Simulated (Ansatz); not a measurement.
BN (zinc blende): values from a third-order Birch-Murnaghan fit to a volume scan beside measured ones. Computed values: PBE (plane waves to 420 eV, PAW, scalar-relativistic; Ansatz, a program for electronic structure). BN was relaxed with its symmetry unable to fall.

| quantity | reference | kind |
|---|---|---|
| Lattice constant a (Å) | 3.593 | measured, corrected to the static lattice |
| Bulk modulus B₀ (GPa) | 410.2 | measured, corrected to the static lattice |

References as given in: Tamar Goldzak, Xiao Wang, Hong-Zhou Ye et al., The Journal of Chemical Physics (2022), arXiv:2208.04865; Daniel Mejia-Rodriguez, S. B. Trickey, Physical Review B (2018), arXiv:1807.09216.

Problem. What does PBE give, and how far is that from the reference?

Solution. 
| quantity | PBE | difference |
|---|---|---|
| Lattice constant a (Å) | 3.625 | +0.9 % |
| Bulk modulus B₀ (GPa) | 371 | -9.6 % |

PBE overestimates the lattice constant a by 0.9 %. PBE underestimates the bulk modulus B₀ by 9.6 %.

(Under strain, the slope of the energy per volume gives the stress and its curvature an elastic modulus.)
